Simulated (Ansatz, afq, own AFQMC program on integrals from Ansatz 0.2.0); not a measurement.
# BS⁺, triplet: AFQMC among the cluster methods

| atom | x (Å) | y (Å) | z (Å) |
| --- | --- | --- | --- |
| B | 0.0000 | 0.0000 | 0.0000 |
| S | 0.0000 | 0.0000 | 1.7033 |

Basis 6-31G. Only valence electrons are correlated. AFQMC by an in-house program on the Cholesky factors that Ansatz 0.2.0 writes for its CCSD(T) run. ph-AFQMC/CISD is guided by a CISD state made of CCSD amplitudes; releasing the constraint for a short imaginary time cuts its bias at the price of noise, slowly where states lie close. Free projection: walkers drawn from exp(T), propagated without any constraint. Its projection time is finite, and what remains of the start isn't in its error. ± is one standard error of the sampling.

Determinant: UHF, the one that the program's search chose, which needn't be the lowest solution. The geometry is a PBE0/def2-TZVP stationary point of this or a neighbouring charge and spin state.

Full CI on the same integrals is exact in this basis and with this determinant's frozen core.

Cautions: lower spins were not checked; the released energy hasn't reached full CI (16 meV above it at 2.40 1/Eh), so no released level is given (meV from the phaseless value at times in 1/Eh: 4 ± 6 at 0.24, 5 ± 5 at 0.51, -10 ± 6 at 0.99, -7 ± 6 at 1.62, -4 ± 6 at 2.40).

```
T1 diagnostic                               : 0.0358
weight of the determinant in the CISD state : 0.911
⟨S²⟩ of the determinant                     : 2.009
size of the correlated space                : 8 electrons in 16 orbitals
```

```json
{"level": "MP2", "correlation energy (eV)": "-1.8150"}
{"level": "CCSD", "correlation energy (eV)": "-2.2826"}
{"level": "CCSD(T)", "correlation energy (eV)": "-2.4000"}
```

Problem. Estimate where free-projection AFQMC lies against CCSD(T) on the same integrals.

Solution. 2.7 ± 0.9 kJ/mol below CCSD(T).

Reference: full CI, correlation energy -2.429 eV.

| level | E − E(reference) (kJ/mol) | share of correlation (%) |
| --- | --- | --- |
| CCSD(T) | 2.8 | 98.79 |
| CCSDT | -0.6 | 100.27 |
| CCSDT(Q) | -0.5 | 100.22 |
| CCSDTQ | -0.2 | 100.06 |
| ph-AFQMC/HF | 6.6 ± 2.6 | 97.17 |
| ph-AFQMC/CISD | 1.9 ± 0.5 | 99.19 |
| free AFQMC | 0.1 ± 0.9 | 99.95 |

CCSDT and higher add their correlation energy to the determinant of the CCSD(T) run, since their own runs factorise the integrals more tightly (a shift of under 2 meV). Free projections are given only where their last times agree within the noise and don't stop above the reference; a slow remainder of the start can still hide under it. A walk keeps the symmetry of its determinant, which the program's search chose and which needn't be the lowest solution, so a lower state of the same spin and another symmetry isn't excluded.
